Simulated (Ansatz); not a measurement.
Input (CCSDT(Q)/cc-pV(D+d)Z; Ansatz, an electronic-structure program): A basis named .json is the Basis Set Exchange file of that set.

Ansatz 0.2 input:
```yaml
crystal:
  periodic: [false, false, false]
  atoms:
    - {symbol: S, position_ang: [-0.01709357, 0.00412436, 0.36533252]}
    - {symbol: O, position_ang: [0.02559840, 1.23445278, -0.37891730]}
    - {symbol: O, position_ang: [0.00858873, -1.24270151, -0.35174774]}
basis:
  gaussian:
    orbitals: cc-pV_D+d_Z.json
magnetization: {spin_polarized: false}
correlation: {method: ccsdt_q, electrons: outside_noble_gas}
```

Output:

```
Functional definition: HF
integrals: 0.03 GiB planned
893 factors; integrals over basis functions are off by at most 1.2e-7 eV
mean field: 0.15 GiB planned
mean field evaluation 1: about -14886.7992 eV, gradient 4.3e1 eV
mean field evaluation 2: about -14886.8094 eV, gradient 4.3e1 eV
mean field evaluation 4: about -14890.2902 eV, gradient 2.5e0 eV
mean field evaluation 8: about -14890.3126 eV, gradient 2.2e-4 eV
mean field evaluation 16: about -14890.2934 eV, gradient 1.6e-1 eV
mean field -14890.31257516 eV, -547.2088941208 hartree, gradient 3.9e-6 eV, S^2 0.000000; 0 other end points of the search recorded, 0 dependent functions left out; unrestricted orbitals would lower it
7 core orbitals not correlated
reference -14890.31257516 eV, -547.2088941208 hartree; 9, 9 occupied and 35, 35 virtual orbitals, 893 factors
second order -14.18296244 eV of doubles, -0.00000000 eV of singles
coupled cluster: 0.53 GiB planned
cycle   1  -13.44918864 eV  change    7.3e-1 eV  update   1.6e-1
cycle   2  -14.25300667 eV  change   -8.0e-1 eV  update   1.1e-1
cycle   3  -14.74172175 eV  change   -4.9e-1 eV  update   3.1e-2
cycle   4  -14.72079975 eV  change    2.1e-2 eV  update   1.2e-2
cycle   5  -14.69586185 eV  change    2.5e-2 eV  update   5.5e-3
cycle   6  -14.69877616 eV  change   -2.9e-3 eV  update   2.6e-3
cycle   7  -14.70295577 eV  change   -4.2e-3 eV  update   8.9e-4
cycle   8  -14.70246548 eV  change    4.9e-4 eV  update   4.5e-4
cycle   9  -14.70179435 eV  change    6.7e-4 eV  update   1.7e-4
cycle  10  -14.70194433 eV  change   -1.5e-4 eV  update   7.9e-5
cycle  11  -14.70183806 eV  change    1.1e-4 eV  update   3.7e-5
cycle  12  -14.70185120 eV  change   -1.3e-5 eV  update   1.9e-5
cycle  13  -14.70188466 eV  change   -3.3e-5 eV  update   8.8e-6
cycle  14  -14.70188580 eV  change   -1.1e-6 eV  update   3.5e-6
cycle  15  -14.70188189 eV  change    3.9e-6 eV  update   2.1e-6
cycle  16  -14.70188338 eV  change   -1.5e-6 eV  update   1.0e-6
coupled cluster: 0.53 GiB planned
perturbative correction -0.08402209 eV, -0.0030877548 hartree
Total energy: -14905.09848063 eV, -547.7522661246 hartree
```
